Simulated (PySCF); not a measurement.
Potential energy surface of H₂P, doublet: symmetric bend, bond length relaxed. Scanned: H-P-H angle. Other coordinates (P-H bond length) were minimised at B3LYP/def2-TZVP.

Calculation: CCSD(T) on UHF/cc-pVTZ, 5 core orbitals frozen (PySCF).

Scanned values (°): 180, 170, 160, 150, 140, 130, 120, 110, 100, 90, 80, 70, 60.

**Question.** At which scan points does the profile have its minima and maxima, and how high do they lie?

**Answer.** Lower than their neighbours: 90° (0.0 kcal/mol). Higher than their neighbours: 180° (72.7 kcal/mol, end of the scan), 60° (16.6 kcal/mol, end of the scan). The whole profile spans 72.7 kcal/mol.

The unrestricted determinant behind CCSD(T) is spin-contaminated on part of the scan (<S²> up to 1.2, against 0.75 for the pure state).
